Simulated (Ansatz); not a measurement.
Consider the substitution at a C–F bond: `FC(F)(F)F` + H₂S → `FC(F)(F)S` + H–F.

Isolated molecules relaxed with PBE0-D4/def2-TZVP in Ansatz; ΔE leaves out vibrations. CCSD(T)/CBS is the MP2 limit (def2-TZVPP, def2-QZVPP) plus CCSD(T) − MP2 in def2-TZVPP, frozen cores. This one scheme is used for every species. DFT in def2-TZVPP. One conformer a species, not always the lowest.

`FC(F)(F)F`:

Cartesian coordinates in Å:
```
F 0.209 0.361 -1.250
C 0.000 0.000 0.000
F 0.454 0.936 0.809
F -1.292 -0.164 0.200
F 0.629 -1.133 0.241
```

H₂S:

```xyz
3

S     0.053    0.221    0.576
H    -0.426   -0.920    0.058
H     0.373    0.700   -0.635
```

`FC(F)(F)S`:

Cartesian coordinates in Å:
```
F -0.177 1.589 -0.499
C 0.104 0.306 -0.285
F 1.425 0.185 -0.157
F -0.246 -0.383 -1.372
S -0.791 -0.221 1.191
H -0.315 -1.475 1.122
```

H–F:

```xyz
2

F     0.233   -0.342   -0.201
H    -0.233    0.342    0.201
```

```json
{"level": "r2SCAN0-D4", "ΔE (kJ/mol)": "41.5"}
{"level": "CCSD/def2-TZVPP", "ΔE (kJ/mol)": "41.2"}
{"level": "HF/CBS(def2)", "ΔE (kJ/mol)": "65.0"}
{"level": "MP2/CBS(def2)", "ΔE (kJ/mol)": "19.4"}
```

What does CCSD(T)/CBS give? (Best estimate.)

Computed: +26.4 kJ/mol. The listed levels differ from it by 15.1, 14.8, 38.6, -7.0 kJ/mol.

Largest T1 diagnostic among the species: 0.012.

At CCSD(T), def2-SVP lies +41.2 kJ/mol from the extrapolated value and def2-TZVPP +10.6 kJ/mol. In def2-TZVPP, CCSD(T) changes the Hartree–Fock value by −28.1 kJ/mol (the triples alone add −4.3 kJ/mol) and MP2 by −35.1 kJ/mol. Leaving LDA and LC-ωPBE aside and taking each functional with its dispersion term where it has one, the values, not all of them listed here, spread over 23.2 kJ/mol, from revPBE-D4 to B97M-V. LDA lies +4.8 kJ/mol from PBE without D4.
